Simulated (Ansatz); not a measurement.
```yaml
crystal:
  periodic: [false, false, false]
  atoms:
    - {symbol: B, position_ang: [-1.478339, 0.527993, -0.004669]}
    - {symbol: As, position_ang: [0.206984, -0.095018, 0.000728]}
    - {symbol: H, position_ang: [0.470979, 1.399633, -0.004051]}
basis:
  gaussian: {orbitals: def2-TZVP}
magnetization: {spin_polarized: true, initial_magnetization: 1}
hamiltonian: {xc: pbe0}
relax: {f_tol: 0.004, max_steps: 80}
```

```sh
$ ansatz run in.yaml --threads 1 --pin off --events-out ev --progress --plain --max-ram 2176MiB
```

Steps of the relaxation (energy above the last step; positions in Å, forces in eV/Å):

```
3
step 1, 298.5 meV
B    -1.478    0.528   -0.005   -1.211    0.643   -0.005
As    0.207   -0.095    0.001    1.356   -1.072    0.006
H     0.471    1.400   -0.004   -0.145    0.429   -0.002
```

```
3
step 2, 233.8 meV
B    -1.454    0.567   -0.005   -0.254    0.301   -0.002
As    0.236   -0.132    0.001    0.451   -0.470    0.003
H     0.418    1.398   -0.004   -0.196    0.169   -0.001
```

```
3
step 3, 144.2 meV
B    -1.333    0.691   -0.005    1.376   -0.478    0.004
As    0.308   -0.228    0.001   -1.077    0.518   -0.004
H     0.225    1.370   -0.004   -0.298   -0.040    0.000
```

```
3
step 5, 17.1 meV
B    -1.205    0.734   -0.005    0.659   -0.131    0.002
As    0.307   -0.292    0.002   -0.414    0.445   -0.002
H     0.098    1.391   -0.005   -0.245   -0.314    0.001
```

```
3
step 8, 0.0 meV
B    -1.170    0.746   -0.005    0.002   -0.001    0.000
As    0.304   -0.296    0.002   -0.001    0.001    0.000
H     0.065    1.383   -0.005    0.000    0.000    0.000
```

Close pairs at the end: B1–H3 1.390 Å, As2–H3 1.695 Å, B1–As2 1.805 Å.

A stationary point of unrestricted PBE0 after 8 steps, with ⟨S²⟩ = 0.772 against 0.75 for a pure state; no frequencies were run, so it isn't proven a minimum. 36 s on 1 thread of Intel Xeon Platinum 8259CL, shared host.
